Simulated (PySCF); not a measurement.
## ethynyl: adiabatic energies of losing or gaining an electron at several levels

Structure: `[C]#C` (C2H•). The parent is a doublet.

All levels share the PBE0-D3(BJ)/ma-def2-SVP structures and the PBE0-D3(BJ)/ma-def2-SVP thermal terms; only the single-point energies (PySCF) change. Values are adiabatic energies of losing or gaining an electron (0 K, eV).

| level | electron affinity to the singlet anion | ionisation energy to the triplet cation | ionisation energy to the singlet cation | abs. error | time |
| --- | --- | --- | --- | --- | --- |
| HF/aug-cc-pVTZ | 1.92 | 10.16 | 11.97 | 1.05 | 5.8 s |
| CAM-B3LYP-D3(BJ)/ma-def2-TZVP | 3.09 | 12.18 | 13.06 | 0.12 | – |
| CCSD(T)/aug-cc-pVTZ | 3.62 | 11.65 | 11.64 | 0.66 | 21 min |
| MP2/aug-cc-pVTZ | 3.88 | 11.75 | 12.64 | 0.91 | 40 s |
| ATcT 1.112 | 2.97 | n/a | n/a |  |  |

Times are wall times for all single points of a level on 1 thread of Arm Neoverse V1, a shared host; the dash marks the run that also made the structures.

Hartree-Fock leaves out electron correlation, so its ionisation energies and electron affinities from energy differences come out too low, often by 1 eV or more.

At CCSD(T)/aug-cc-pVTZ, MP2/aug-cc-pVTZ, HF/aug-cc-pVTZ a relaxed species lies above the same state at the other structure, so the structures fit those levels poorly.

The widest spread is that of ionisation energy to the triplet cation: 2.02 eV, from 10.16 to 12.18.

Known limits: the relaxed triplet cation lies 0.62 eV above the vertical state at CAM-B3LYP-D3(BJ)/ma-def2-TZVP, which can't hold for one state at its own minimum: the two belong to different states, or the structure misses this level's minimum, so vertical and adiabatic values aren't comparable; the value from this structure is no true adiabatic energy; the singlet was run as a closed shell, which can place it too high against the triplet, even in the wrong order.
